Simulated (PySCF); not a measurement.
Job file and geometry (Å, from GFN2-xTB) of an NMR shielding run on H3Si(SH) (SMILES [SiH3]S), GIAO PBE0/pcSseg-1 NMR shielding, non-relativistic, gas phase in PySCF 2.14.0, density-fitted response routines; density fitting, a coarse starting grid and PySCF grid level 2 are the driver's defaults:

```
{"job": {"kind": "nmr", "xc": "PBE0", "basis": "pcSseg-1"}, "charge": 0, "multiplicity": 1}
Si    -0.580072    -0.009458     0.012217
S      1.394499     0.804538    -0.205816
H     -0.684584    -0.561213     1.356896
H     -1.439660     1.139147    -0.205040
H     -0.742902    -1.049687    -0.995263
H      2.055842    -0.321337     0.015431
```

Problem. Write the output of this run.

Solution. 
```
coarse grid: 5728 points
cycle   1  E = -689.7779514222  dE = -6.836e-02  |g| = 2.057e-01  |ddm| = 2.089e+00
cycle   2  E = -689.7793289063  dE = -1.377e-03  |g| = 2.089e-01  |ddm| = 5.651e-01
cycle   3  E = -689.7917393629  dE = -1.241e-02  |g| = 1.479e-02  |ddm| = 2.884e-01
cycle   4  E = -689.7917723499  dE = -3.299e-05  |g| = 3.532e-03  |ddm| = 1.862e-02
cycle   5  E = -689.7917759644  dE = -3.614e-06  |g| = 1.547e-03  |ddm| = 6.834e-03
final grid: 45160 points
cycle   6  E = -689.8045965572  dE = -6.973e-06  |g| = 3.022e-03  |ddm| = 1.242e-02
cycle   7  E = -689.8045967516  dE = -1.944e-07  |g| = 2.785e-03  |ddm| = 6.761e-03
cycle   8  E = -689.8045986160  dE = -1.864e-06  |g| = 1.189e-04  |ddm| = 3.436e-03
cycle   9  E = -689.8045986206  dE = -4.585e-09  |g| = 4.622e-05  |ddm| = 2.362e-04
cycle  10  E = -689.8045986213  dE = -6.823e-10  |g| = 7.425e-06  |ddm| = 6.240e-05
converged SCF energy = -689.8045986213

GIAO shielding tensors (ppm)
atom      isotropic    diamagn.    paramagn.     s11        s22        s33       span
  0 Si     409.361     878.936    -469.575    371.086    408.591    448.406     77.320
  1 S      793.461    1057.283    -263.822    680.937    724.889    974.557    293.619
  2 H       26.966      28.917      -1.951     22.829     25.233     32.835     10.006
  3 H       27.257      28.731      -1.475     23.983     25.169     32.618      8.635
  4 H       26.965      28.912      -1.947     22.824     25.233     32.837     10.013
  5 H       32.016      30.484       1.532     23.703     27.879     44.466     20.763
```

Problem. Turn these shieldings into chemical shifts. Shifts are taken against calculated references (same method and geometry level): ²⁹Si (349.16 ppm) and ¹H (31.72 ppm) against TMS; ³³S (503.73 ppm) against CS2.

Solution. Averaging equivalent atoms: Si 0: -60.2; S 1: -290; H 2/3/4: 4.65; H 5: -0.30 ppm. 

Size and cost of the density-fitted run: 68 basis functions, 3 s wall time on 1 thread of an x86-64 server CPU, shared host.
